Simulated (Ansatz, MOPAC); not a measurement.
Series: H3E-E'H3. Isolated molecules, 0 K electronic values unless said otherwise. Strings in code marks are SMILES.

Quantity: vertical ionisation energy (energy after one electron is removed minus that of the parent at the parent's geometry), in eV.

Level 1: frozen-core CCSD(T)/def2-TZVPP // B3LYP-D3(BJ)/def2-TZVP (Ansatz, a first-principles code)
Level 2: frozen-core MP2/def2-TZVPP // B3LYP-D3(BJ)/def2-TZVP (Ansatz)
Level 3: minus the HOMO energy of PM6 // B3LYP-D3(BJ)/def2-TZVP (MOPAC)
Level 4: HF/def2-TZVPP // B3LYP-D3(BJ)/def2-TZVP (Ansatz)

```tsv
species	level 1	level 2	level 3	level 4
`[SiH3][SiH3]`	10.61	10.61	9.09	9.79
`[GeH3][GeH3]`	10.37	10.39	10.42	9.58
`[SiH3][SnH3]`	10.07	10.10	9.51	9.30
`C[SiH3]`	11.72	11.81	11.04	10.71
`[NH3+][GaH3-]`	10.13	10.16	10.94	9.41
```
